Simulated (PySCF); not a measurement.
# Stationary points of FSN

These are results of PBE0/[S def2-TZVP, N def2-TZVP, F def2-TZVP], no relativity, density fitting, PySCF, not measurements.

Relaxations began from a few typed shapes. The search is not exhaustive: other isomers or separated fragments can lie lower, and high-lying points may rest on an excited occupation.

Question: Which is the lowest minimum found?
A. singlet Cs: S–F 1.642 Å, S–N 1.436 Å; F–S–N 116.3°
B. singlet C∞v: S–F 1.811 Å, S–N 1.437 Å; F–S–N 180.0°

Answer: A. The others lie at 149.1 (singlet C∞v, a saddle point) kJ/mol above it.

Counting electrons, sulfur keeps 2 of its valence electrons outside its bonds, so the VSEPR class is AX2E1 and the expected shape is bent; with unlike ligands the computed point group is Cs.
